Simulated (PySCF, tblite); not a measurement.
# BNH₄: deprotonation

Aim: compute the deprotonation of BNH₄ (`BN`).

Computed with tblite 0.8.0 and PySCF 2.14.0 and routines of our own; the level stands in each step. Atoms count from 0.

## 1. The starting structure

6 atoms, charge 0, multiplicity 1; geometry from: start built from the parent or by distance geometry.

## 2. Optimising the geometry with GFN2-xTB

The job: settings as JSON, then the geometry in Å.

```
{"job": {"kind": "relax", "xc": "GFN2-xTB", "basis": "xTB"}, "charge": 0, "multiplicity": 1}
B     -0.702700     0.062900    -0.258000
N      0.794700    -0.079400    -0.317200
H     -1.268800    -0.972500    -0.071800
H     -1.204900     1.018000     0.284500
H      1.296000     0.793400    -0.062000
H      1.091900    -0.818500     0.381400
```

Launch:

```bash
$ OMP_NUM_THREADS=1 python redox_run.py task.json out
```

One launch serves the whole session: the jobs run in the order shown.

What it wrote:

```text
step      E/eV     max force
  0    -168.11261    2.698
  1    -168.36162    1.938
  2    -168.60626    2.643
  3    -168.70841    1.417
  4    -168.87298    1.086
  5    -168.94258    0.948
  6    -168.97582    0.740
  7    -169.02314    0.537
  8    -169.04491    0.532
  9    -169.06115    0.414
 10    -169.06966    0.262
 11    -169.07496    0.236
 12    -169.07995    0.275
 13    -169.08738    0.286
 14    -169.09143    0.286
 15    -169.09355    0.139
 16    -169.09435    0.096
 17    -169.09489    0.067
 18    -169.09517    0.048
 19    -169.09535    0.025
 20    -169.09538    0.015
 21    -169.09540    0.014
 22    -169.09541    0.008
```

Run time: 0.06 s. Hardware: 1 thread of Arm Neoverse N1, shared host.

Relaxation path:

| step | energy from step 0 (eV) | largest force (eV/Å) |
| --- | --- | --- |
| 0 | 0.0000 | 2.6975 |
| 1 | -0.2490 | 1.9377 |
| 2 | -0.4937 | 2.6426 |
| 3 | -0.5958 | 1.4169 |
| 4 | -0.7604 | 1.0858 |
| 5 | -0.8300 | 0.9480 |
| 6 | -0.8632 | 0.7403 |
| 7 | -0.9105 | 0.5366 |
| 8 | -0.9323 | 0.5317 |
| 9 | -0.9485 | 0.4140 |
| 10 | -0.9571 | 0.2619 |
| 11 | -0.9624 | 0.2359 |
| 12 | -0.9673 | 0.2750 |
| 13 | -0.9748 | 0.2862 |
| 14 | -0.9788 | 0.2858 |
| 15 | -0.9809 | 0.1385 |
| 16 | -0.9817 | 0.0963 |
| 17 | -0.9823 | 0.0670 |
| 18 | -0.9826 | 0.0476 |
| 19 | -0.9827 | 0.0251 |
| 20 | -0.9828 | 0.0151 |
| 21 | -0.9828 | 0.0136 |
| 22 | -0.9828 | 0.0081 |

Distances of close pairs at the start and the end, largest changes first:

| bond | before (Å) | after (Å) | change (Å) |
| --- | --- | --- | --- |
| B0–N1 | 1.505 | 1.378 | -0.128 |
| N1–H5 | 1.060 | 1.007 | -0.053 |
| B0–H3 | 1.208 | 1.171 | -0.036 |
| N1–H4 | 1.038 | 1.007 | -0.032 |
| B0–H2 | 1.195 | 1.171 | -0.023 |

The final coordinates are the input of the step that follows.

## 3. Harmonic vibrations with GFN2-xTB

The job: settings as JSON, then the geometry in Å.

```
{"job": {"kind": "ir", "xc": "GFN2-xTB", "basis": "xTB"}, "charge": 0, "multiplicity": 1}
B     -0.684920     0.027854    -0.017150
N      0.691496    -0.027300     0.002708
H     -1.293820    -0.972833    -0.023065
H     -1.209605     1.075038    -0.028466
H      1.284377     0.786025     0.009288
H      1.218718    -0.884803     0.013537
```

What it wrote:

```text
mode    cm-1     km/mol
  1     635.9    236.25
  2     741.9      1.84
  3     768.0      0.01
  4     870.8     95.35
  5    1040.5     75.68
  6    1138.4     13.73
  7    1360.1     93.16
  8    1554.4     70.68
  9    2615.1    128.93
 10    2642.8    215.00
 11    3479.1      0.06
 12    3513.4      2.01
ZPE 121.783  H(298)-E 132.886  G(298)-E 64.694 kJ/mol  S 228.72 J/(mol K)
```

It took 0.11 s on 1 thread of Arm Neoverse N1, shared host.

The strongest bands and the atoms that carry them (share of the mass-weighted mode):

| cm⁻¹ | km/mol | atoms |
| --- | --- | --- |
| 636 | 236.2 | H4 38 %, H5 37 %, N1 22 % |
| 871 | 95.3 | H3 37 %, H2 37 %, B0 24 % |
| 1040 | 75.7 | B0 19 %, H2 17 %, H3 17 %, N1 17 % |
| 1138 | 13.7 | H3 43 %, H2 43 %, N1 12 % |
| 1360 | 93.2 | B0 53 %, N1 18 % |
| 1554 | 70.7 | H5 38 %, H4 38 %, N1 19 % |
| 2615 | 128.9 | H2 49 %, H3 47 % |
| 2643 | 215.0 | H3 45 %, H2 43 %, B0 11 % |

## 4. Geometry optimisation at PBE0-D3(BJ)/ma-def2-SVP

Settings changed since step 3:

```diff
@@ -1,2 +1,2 @@
-{"job": {"kind": "ir", "xc": "GFN2-xTB", "basis": "xTB"}, "charge": 0, "multiplicity": 1}
+{"job": {"xc": "PBE0", "basis": "ma-def2-SVP", "d3": "d3bj", "grid": 1, "kind": "geom"}, "charge": 0, "multiplicity": 1}
 B     -0.684920     0.027854    -0.017150
```

What it wrote:

```text
step   0  E = -81.87492942  max force = 0.017073
step   1  E = -81.87650643  max force = 0.002180
step   2  E = -81.87651157  max force = 0.000056
optimisation converged
```

Run time: 2.5 s. Hardware: 1 thread of Arm Neoverse N1, shared host.

The steps of the relaxation:

| step | energy from step 0 (eV) | largest force component (eV/Å) |
| --- | --- | --- |
| 0 | 0.0000 | 0.8779 |
| 1 | -0.0429 | 0.1121 |
| 2 | -0.0431 | 0.0029 |

Close pairs (by a distance rule), those that changed most:

| bond | before (Å) | after (Å) | change (Å) |
| --- | --- | --- | --- |
| B0–H3 | 1.171 | 1.210 | +0.038 |
| B0–H2 | 1.171 | 1.210 | +0.038 |
| B0–N1 | 1.378 | 1.391 | +0.013 |
| N1–H4 | 1.007 | 1.012 | +0.006 |
| N1–H5 | 1.007 | 1.012 | +0.005 |

The final coordinates are the input of the step that follows.

| at the end point | value |
| --- | --- |
| point group (found at 0.08 Å tolerance) | C2v |
| rotational constants (GHz, main isotopes) | 136.6, 27.428, 22.843 |
| dipole moment (D) | 1.97 |

## 5. Harmonic vibrations (BNH₄): PBE0-D3(BJ)/ma-def2-SVP

The job: settings as JSON, then the geometry in Å.

```
{"job": {"xc": "PBE0", "basis": "ma-def2-SVP", "d3": "d3bj", "grid": 2, "kind": "hessian"}, "charge": 0, "multiplicity": 1}
B     -0.682869     0.027918    -0.017906
N      0.706798    -0.028032     0.002910
H     -1.312354    -1.005032    -0.023926
H     -1.227156     1.108177    -0.029428
H      1.294890     0.795735     0.008942
H      1.226980    -0.896215     0.013316
```

What it wrote:

```text
coarse grid: 4632 points
cycle   1  E = -81.8469887143  dE = -4.889e-02  |g| = 2.883e-01  |ddm| = 2.230e+00
cycle   2  E = -81.8437121420  dE =  3.277e-03  |g| = 3.331e-01  |ddm| = 5.346e-01
cycle   3  E = -81.8682499008  dE = -2.454e-02  |g| = 5.222e-02  |ddm| = 2.461e-01
cycle   4  E = -81.8689525114  dE = -7.026e-04  |g| = 1.042e-02  |ddm| = 5.930e-02
cycle   5  E = -81.8689834246  dE = -3.091e-05  |g| = 1.162e-03  |ddm| = 1.177e-02
cycle   6  E = -81.8689838998  dE = -4.752e-07  |g| = 4.749e-05  |ddm| = 1.781e-03
final grid: 43688 points
cycle   7  E = -81.8765053647  dE = -1.007e-05  |g| = 5.310e-03  |ddm| = 1.597e-02
cycle   8  E = -81.8764990049  dE =  6.360e-06  |g| = 7.661e-03  |ddm| = 8.221e-03
cycle   9  E = -81.8765118571  dE = -1.285e-05  |g| = 4.573e-04  |ddm| = 4.889e-03
cycle  10  E = -81.8765119237  dE = -6.655e-08  |g| = 6.328e-05  |ddm| = 5.984e-04
cycle  11  E = -81.8765119248  dE = -1.098e-09  |g| = 7.756e-06  |ddm| = 7.023e-05
cycle  12  E = -81.8765119248  dE = -1.735e-11  |g| = 8.379e-07  |ddm| = 1.107e-05
converged SCF energy = -81.8765119248

mode    cm-1
  1     626.7
  2     730.2
  3     846.9
  4     996.3
  5    1114.4
  6    1140.3
  7    1353.4
  8    1609.1
  9    2569.7
 10    2660.3
 11    3630.1
 12    3734.4
ZPE 125.678  H(298)-E 136.663  G(298)-E 68.505 kJ/mol  S 228.60 J/(mol K)
```

Wall time 17 s (1 thread of Arm Neoverse N1, shared host); peak memory 0.68 GiB.

Zero-point energy 125.68 kJ/mol (xTB gave 121.78).

## 6. Single point (BNH4): M06-2X/ma-def2-TZVP

Geometry: PBE0-D3(BJ)/ma-def2-SVP.

The job: settings as JSON, then the geometry in Å.

```
{"job": {"kind": "sp", "xc": "M06-2X", "basis": "ma-def2-TZVP", "grid": 3}, "charge": 0, "multiplicity": 1}
B     -0.682869     0.027918    -0.017906
N      0.706798    -0.028032     0.002910
H     -1.312354    -1.005032    -0.023926
H     -1.227156     1.108177    -0.029428
H      1.294890     0.795735     0.008942
H      1.226980    -0.896215     0.013316
```

What it wrote:

```text
coarse grid: 20192 points
cycle   1  E = -82.0112664079  dE =  6.461e-03  |g| = 2.626e-01  |ddm| = 1.490e+00
cycle   2  E = -82.0190247559  dE = -7.758e-03  |g| = 2.278e-01  |ddm| = 3.519e-01
cycle   3  E = -82.0292119139  dE = -1.019e-02  |g| = 4.099e-02  |ddm| = 1.242e-01
cycle   4  E = -82.0295643547  dE = -3.524e-04  |g| = 1.274e-02  |ddm| = 3.192e-02
cycle   5  E = -82.0296075541  dE = -4.320e-05  |g| = 1.208e-03  |ddm| = 9.384e-03
cycle   6  E = -82.0296081410  dE = -5.869e-07  |g| = 1.705e-04  |ddm| = 1.873e-03
final grid: 67184 points
cycle   7  E = -82.0299213894  dE = -2.418e-06  |g| = 5.844e-04  |ddm| = 6.187e-03
cycle   8  E = -82.0299214141  dE = -2.468e-08  |g| = 5.061e-04  |ddm| = 7.826e-04
cycle   9  E = -82.0299214627  dE = -4.862e-08  |g| = 1.060e-04  |ddm| = 2.540e-04
cycle  10  E = -82.0299214652  dE = -2.428e-09  |g| = 1.161e-05  |ddm| = 8.551e-05
converged SCF energy = -82.0299214652
```

It took 3.8 s on 1 thread of Arm Neoverse N1, shared host.

## 7. Optimising the geometry with GFN2-xTB

This step treats BNH3−, `B[NH-]`.

The job: settings as JSON, then the geometry in Å.

```
{"job": {"kind": "relax", "xc": "GFN2-xTB", "basis": "xTB"}, "charge": -1, "multiplicity": 1}
B     -0.666600     0.021800    -0.023200
N      0.696100    -0.019400    -0.020100
H     -1.294900    -1.012600    -0.020700
H     -1.229600     1.122800    -0.050000
H      1.223800    -0.900100     0.024700
```

What it wrote:

```text
step      E/eV     max force
  0    -158.76500    1.480
  1    -158.80669    1.081
  2    -158.85305    0.761
  3    -158.86946    0.288
  4    -158.87156    0.194
  5    -158.87358    0.114
  6    -158.87411    0.077
  7    -158.87446    0.054
  8    -158.87458    0.043
  9    -158.87467    0.028
 10    -158.87472    0.027
 11    -158.87476    0.014
 12    -158.87477    0.011
 13    -158.87477    0.007
```

It took 0.04 s on 1 thread of Arm Neoverse N1, shared host.

The steps of the relaxation:

| step | energy from step 0 (eV) | largest force (eV/Å) |
| --- | --- | --- |
| 0 | 0.0000 | 1.4804 |
| 1 | -0.0417 | 1.0808 |
| 2 | -0.0881 | 0.7613 |
| 3 | -0.1045 | 0.2877 |
| 4 | -0.1066 | 0.1942 |
| 5 | -0.1086 | 0.1143 |
| 6 | -0.1091 | 0.0766 |
| 7 | -0.1095 | 0.0540 |
| 8 | -0.1096 | 0.0430 |
| 9 | -0.1097 | 0.0278 |
| 10 | -0.1097 | 0.0272 |
| 11 | -0.1098 | 0.0143 |
| 12 | -0.1098 | 0.0111 |
| 13 | -0.1098 | 0.0073 |

Distances of close pairs at the start and the end, largest changes first:

| bond | before (Å) | after (Å) | change (Å) |
| --- | --- | --- | --- |
| B0–H2 | 1.210 | 1.260 | +0.049 |
| B0–H3 | 1.237 | 1.223 | -0.014 |
| B0–N1 | 1.363 | 1.350 | -0.013 |
| N1–H4 | 1.028 | 1.028 | +0.001 |

The final coordinates are the input of the step that follows.

## 8. Harmonic vibrations with GFN2-xTB

The job: settings as JSON, then the geometry in Å.

```
{"job": {"kind": "ir", "xc": "GFN2-xTB", "basis": "xTB"}, "charge": -1, "multiplicity": 1}
B     -0.610210     0.012599    -0.025890
N      0.740054     0.028229    -0.008082
H     -1.361178    -0.998542    -0.017496
H     -1.231643     1.065470    -0.053106
H      1.191620    -0.895235     0.015169
```

What it wrote:

```text
mode    cm-1     km/mol
  1     791.9     62.03
  2     823.2    255.70
  3     872.6     23.62
  4    1108.6    208.73
  5    1172.8    169.83
  6    1466.2    363.03
  7    1747.2    856.22
  8    2123.3    627.87
  9    3182.9    309.40
ZPE 79.484  H(298)-E 90.091  G(298)-E 21.444 kJ/mol  S 230.24 J/(mol K)
```

Wall time 0.1 s (1 thread of Arm Neoverse N1, shared host).

The strongest bands and the atoms that carry them (share of the mass-weighted mode):

| cm⁻¹ | km/mol | atoms |
| --- | --- | --- |
| 792 | 62.0 | H4 31 %, H2 29 %, H3 28 %, B0 10 % |
| 823 | 255.7 | H2 45 %, B0 23 %, H4 16 % |
| 1109 | 208.7 | H4 54 %, N1 17 %, B0 15 % |
| 1173 | 169.8 | H2 46 %, H3 45 % |
| 1466 | 363.0 | B0 58 %, N1 33 % |
| 1747 | 856.2 | H2 87 % |
| 2123 | 627.9 | H3 87 % |
| 3183 | 309.4 | H4 93 % |

## 9. Relaxing the molecule at PBE0-D3(BJ)/ma-def2-SVP

This step treats BNH3−, `B[NH-]`.

The job: settings as JSON, then the geometry in Å.

```
{"job": {"xc": "PBE0", "basis": "ma-def2-SVP", "d3": "d3bj", "grid": 1, "kind": "geom"}, "charge": -1, "multiplicity": 1}
B     -0.610210     0.012599    -0.025890
N      0.740054     0.028229    -0.008082
H     -1.361178    -0.998542    -0.017496
H     -1.231643     1.065470    -0.053106
H      1.191620    -0.895235     0.015169
```

What it wrote:

```text
step   0  E = -81.25521699  max force = 0.025195
step   1  E = -81.25638656  max force = 0.003421
step   2  E = -81.25642517  max force = 0.001364
step   3  E = -81.25643090  max force = 0.000166
optimisation converged
```

Wall time 2.5 s (1 thread of Arm Neoverse N1, shared host).

The steps of the relaxation:

| step | energy from step 0 (eV) | largest force component (eV/Å) |
| --- | --- | --- |
| 0 | 0.0000 | 1.2956 |
| 1 | -0.0318 | 0.1759 |
| 2 | -0.0329 | 0.0701 |
| 3 | -0.0330 | 0.0085 |

Distances of close pairs at the start and the end, largest changes first:

| bond | before (Å) | after (Å) | change (Å) |
| --- | --- | --- | --- |
| B0–H3 | 1.223 | 1.248 | +0.025 |
| B0–N1 | 1.350 | 1.373 | +0.023 |
| N1–H4 | 1.028 | 1.025 | -0.003 |
| B0–H2 | 1.260 | 1.259 | -0.000 |

The end geometry stands in the next job.

| at the end point | value |
| --- | --- |
| point group (found at 0.08 Å tolerance) | Cs |
| rotational constants (GHz, main isotopes) | 165.5, 30.195, 25.537 |

## 10. Harmonic vibrations (BNH₃−): PBE0-D3(BJ)/ma-def2-SVP

The job: settings as JSON, then the geometry in Å.

```
{"job": {"xc": "PBE0", "basis": "ma-def2-SVP", "d3": "d3bj", "grid": 2, "kind": "hessian"}, "charge": -1, "multiplicity": 1}
B     -0.597297     0.031712    -0.026105
N      0.775575     0.015470    -0.007017
H     -1.331781    -0.990866    -0.017430
H     -1.232198     1.106007    -0.054338
H      1.116571    -0.950939     0.015467
```

What it wrote:

```text
coarse grid: 4008 points
cycle   1  E = -81.1407140822  dE = -6.556e-02  |g| = 5.844e-01  |ddm| = 2.108e+00
cycle   2  E = -80.7316095286  dE =  4.091e-01  |g| = 1.318e+00  |ddm| = 4.523e+00
cycle   3  E = -81.2433668238  dE = -5.118e-01  |g| = 1.030e-01  |ddm| = 4.146e+00
cycle   4  E = -81.2457040712  dE = -2.337e-03  |g| = 6.226e-02  |ddm| = 2.246e-01
cycle   5  E = -81.2468687439  dE = -1.165e-03  |g| = 6.563e-03  |ddm| = 7.256e-02
cycle   6  E = -81.2468831573  dE = -1.441e-05  |g| = 1.648e-03  |ddm| = 1.410e-02
cycle   7  E = -81.2468839267  dE = -7.695e-07  |g| = 2.201e-04  |ddm| = 4.356e-03
final grid: 38320 points
cycle   8  E = -81.2564122021  dE = -5.535e-06  |g| = 4.304e-03  |ddm| = 1.166e-02
cycle   9  E = -81.2564006452  dE =  1.156e-05  |g| = 8.182e-03  |ddm| = 1.071e-02
cycle  10  E = -81.2564167629  dE = -1.612e-05  |g| = 5.574e-04  |ddm| = 6.945e-03
cycle  11  E = -81.2564168650  dE = -1.021e-07  |g| = 4.694e-05  |ddm| = 7.349e-04
cycle  12  E = -81.2564168657  dE = -7.253e-10  |g| = 7.994e-06  |ddm| = 1.042e-04
cycle  13  E = -81.2564168657  dE = -2.309e-11  |g| = 1.381e-06  |ddm| = 2.287e-05
converged SCF energy = -81.2564168657

mode    cm-1
  1     814.4
  2     898.5
  3     932.6
  4    1088.6
  5    1153.4
  6    1420.8
  7    2214.8
  8    2305.3
  9    3477.6
ZPE 85.569  H(298)-E 96.088  G(298)-E 27.456 kJ/mol  S 230.19 J/(mol K)
```

Wall time 12 s (1 thread of Arm Neoverse N1, shared host); peak memory 0.72 GiB.

Zero-point energy 85.57 kJ/mol (xTB gave 79.48).

## 11. Single point (BNH₃−): M06-2X/ma-def2-TZVP

Geometry: PBE0-D3(BJ)/ma-def2-SVP.

The job: settings as JSON, then the geometry in Å.

```
{"job": {"kind": "sp", "xc": "M06-2X", "basis": "ma-def2-TZVP", "grid": 3}, "charge": -1, "multiplicity": 1}
B     -0.597297     0.031712    -0.026105
N      0.775575     0.015470    -0.007017
H     -1.331781    -0.990866    -0.017430
H     -1.232198     1.106007    -0.054338
H      1.116571    -0.950939     0.015467
```

What it wrote:

```text
coarse grid: 17720 points
cycle   1  E = -81.3155533822  dE = -5.255e-02  |g| = 5.607e-01  |ddm| = 1.456e+00
cycle   2  E = -81.1942100840  dE =  1.213e-01  |g| = 9.229e-01  |ddm| = 2.128e+00
cycle   3  E = -81.4088189447  dE = -2.146e-01  |g| = 6.006e-02  |ddm| = 1.749e+00
cycle   4  E = -81.4097890487  dE = -9.701e-04  |g| = 3.069e-02  |ddm| = 1.156e-01
cycle   5  E = -81.4100587885  dE = -2.697e-04  |g| = 3.713e-03  |ddm| = 4.933e-02
cycle   6  E = -81.4100664321  dE = -7.644e-06  |g| = 1.424e-03  |ddm| = 1.528e-02
final grid: 57376 points
cycle   7  E = -81.4102663214  dE = -1.733e-06  |g| = 2.212e-03  |ddm| = 6.560e-03
cycle   8  E = -81.4102648766  dE =  1.445e-06  |g| = 3.516e-03  |ddm| = 3.410e-03
cycle   9  E = -81.4102674759  dE = -2.599e-06  |g| = 1.026e-04  |ddm| = 1.963e-03
cycle  10  E = -81.4102674801  dE = -4.142e-09  |g| = 3.380e-05  |ddm| = 2.009e-04
converged SCF energy = -81.4102674801
```

Wall time 2.9 s (1 thread of Arm Neoverse N1, shared host).

## 12. Deprotonation: M06-2X/ma-def2-TZVP

This step combines the energies above: geometries from PBE0-D3(BJ)/ma-def2-SVP, zero-point and thermal terms from PBE0-D3(BJ)/ma-def2-SVP.

The job: settings as JSON, then the geometry in Å.

```
{"job": {"kind": "ac", "geom": {"xc": "PBE0", "basis": "ma-def2-SVP", "d3": "d3bj", "grid": 1}, "hess": 1, "level": {"xc": "M06-2X", "basis": "ma-def2-TZVP", "grid": 3}}, "charge": 0, "multiplicity": 1}
B     -0.682869     0.027918    -0.017906
N      0.706798    -0.028032     0.002910
H     -1.312354    -1.005032    -0.023926
H     -1.227156     1.108177    -0.029428
H      1.294890     0.795735     0.008942
H      1.226980    -0.896215     0.013316
```

Output (the driver's rows laid out field by field):

```text
deprotonation site by site, M06-2X/ma-def2-TZVP // PBE0-D3(BJ)/ma-def2-SVP

row 1
  formula                 BH3N
  charge                  -1
  multiplicity            1
  smiles                  B[NH-]
  kept                    yes
  pieces                  1
  point_group             Cs
  atom                    1
  element                 N
  electronic              1626.9
  enthalpy                1592.52
  free_energy             1559.57
  share_gas               1.0
```

Wall time 42 s (1 thread of Arm Neoverse N1, shared host).

Energy needed to remove a proton (kJ/mol, gas phase, 298 K for the thermal columns):

| site | product | electronic | enthalpy | free energy |
| --- | --- | --- | --- | --- |
| N1 | B[NH-] | 1626.9 | 1592.5 | 1559.6 |

## 13. Single point (BNH4): wavefunction

Geometry: PBE0-D3(BJ)/ma-def2-SVP.

The job: settings as JSON, then the geometry in Å.

```
{"job": {"kind": "sp", "xc": "CCSD(T)", "basis": "ma-def2-TZVP", "grid": 2}, "charge": 0, "multiplicity": 1}
B     -0.682869     0.027918    -0.017906
N      0.706798    -0.028032     0.002910
H     -1.312354    -1.005032    -0.023926
H     -1.227156     1.108177    -0.029428
H      1.294890     0.795735     0.008942
H      1.226980    -0.896215     0.013316
```

Method: wavefunction single point, frozen core, gas phase.

What it wrote:

```text
final grid: 43688 points
cycle   1  E = -81.5031567222  dE =  1.429e-02  |g| = 2.547e-01  |ddm| = 1.443e+00
cycle   2  E = -81.5254635850  dE = -2.231e-02  |g| = 6.511e-02  |ddm| = 2.326e-01
cycle   3  E = -81.5270422038  dE = -1.579e-03  |g| = 2.793e-02  |ddm| = 7.786e-02
cycle   4  E = -81.5272381734  dE = -1.960e-04  |g| = 5.615e-03  |ddm| = 2.139e-02
cycle   5  E = -81.5272483659  dE = -1.019e-05  |g| = 9.581e-04  |ddm| = 6.589e-03
cycle   6  E = -81.5272489398  dE = -5.739e-07  |g| = 2.556e-04  |ddm| = 2.322e-03
cycle   7  E = -81.5272489958  dE = -5.603e-08  |g| = 8.057e-05  |ddm| = 6.820e-04
cycle   8  E = -81.5272490001  dE = -4.309e-09  |g| = 1.929e-05  |ddm| = 1.673e-04
converged SCF energy = -81.5272490001
E(HF, exact integrals) = -81.5272627290
E(MP2) = -81.8440029071
E(CCSD) = -81.8686736347
E(CCSD(T)) = -81.8803069947
T1 diagnostic = 0.0129
```

Run time: 17 s. Hardware: 1 thread of Arm Neoverse N1, shared host; peak memory 0.61 GiB.

## 14. Single point (BNH₃−): wavefunction

Geometry: PBE0-D3(BJ)/ma-def2-SVP.

The job: settings as JSON, then the geometry in Å.

```
{"job": {"kind": "sp", "xc": "CCSD(T)", "basis": "ma-def2-TZVP", "grid": 2}, "charge": -1, "multiplicity": 1}
B     -0.597297     0.031712    -0.026105
N      0.775575     0.015470    -0.007017
H     -1.331781    -0.990866    -0.017430
H     -1.232198     1.106007    -0.054338
H      1.116571    -0.950939     0.015467
```

Method: wavefunction single point, frozen core, gas phase.

What it wrote:

```text
final grid: 38320 points
cycle   1  E = -80.8227844017  dE = -1.026e-01  |g| = 4.740e-01  |ddm| = 1.403e+00
cycle   2  E = -80.8629155121  dE = -4.013e-02  |g| = 3.671e-01  |ddm| = 6.300e-01
cycle   3  E = -80.8920604972  dE = -2.914e-02  |g| = 3.861e-02  |ddm| = 2.473e-01
cycle   4  E = -80.8929972977  dE = -9.368e-04  |g| = 1.264e-02  |ddm| = 6.535e-02
cycle   5  E = -80.8931030135  dE = -1.057e-04  |g| = 5.047e-03  |ddm| = 1.968e-02
cycle   6  E = -80.8931324488  dE = -2.944e-05  |g| = 2.137e-03  |ddm| = 1.112e-02
cycle   7  E = -80.8931369200  dE = -4.471e-06  |g| = 4.377e-04  |ddm| = 5.568e-03
cycle   8  E = -80.8931370908  dE = -1.708e-07  |g| = 9.536e-05  |ddm| = 1.345e-03
cycle   9  E = -80.8931371020  dE = -1.120e-08  |g| = 2.488e-05  |ddm| = 4.479e-04
cycle  10  E = -80.8931371027  dE = -6.659e-10  |g| = 4.444e-06  |ddm| = 1.034e-04
converged SCF energy = -80.8931371027
E(HF, exact integrals) = -80.8931606978
E(MP2) = -81.2292713168
E(CCSD) = -81.2470513317
E(CCSD(T)) = -81.2624124753
T1 diagnostic = 0.0163
```

It took 14 s on 1 thread of Arm Neoverse N1, shared host; peak memory 0.54 GiB.

## 15. Deprotonation: CCSD(T)/ma-def2-TZVP

This step combines the energies above: geometries from PBE0-D3(BJ)/ma-def2-SVP, zero-point and thermal terms from PBE0-D3(BJ)/ma-def2-SVP.

The job: settings as JSON, then the geometry in Å.

```
{"job": {"kind": "ac", "geom": {"xc": "PBE0", "basis": "ma-def2-SVP", "d3": "d3bj", "grid": 1}, "hess": 1, "level": {"xc": "CCSD(T)", "basis": "ma-def2-TZVP"}}, "charge": 0, "multiplicity": 1}
B     -0.682869     0.027918    -0.017906
N      0.706798    -0.028032     0.002910
H     -1.312354    -1.005032    -0.023926
H     -1.227156     1.108177    -0.029428
H      1.294890     0.795735     0.008942
H      1.226980    -0.896215     0.013316
```

Output (the driver's rows laid out field by field):

```text
deprotonation site by site, CCSD(T)/ma-def2-TZVP // PBE0-D3(BJ)/ma-def2-SVP

row 1
  formula                 BH3N
  charge                  -1
  multiplicity            1
  smiles                  B[NH-]
  kept                    yes
  pieces                  1
  point_group             Cs
  atom                    1
  element                 N
  electronic              1622.28
  enthalpy                1587.9
  free_energy             1554.95
  share_gas               1.0
```

It took 31 s on 1 thread of Arm Neoverse N1, shared host; peak memory 0.54 GiB.

Energy needed to remove a proton (kJ/mol, gas phase, 298 K for the thermal columns):

| site | product | electronic | enthalpy | free energy |
| --- | --- | --- | --- | --- |
| N1 | B[NH-] | 1622.3 | 1587.9 | 1555.0 |

(Part 1 of 2 ends here.)
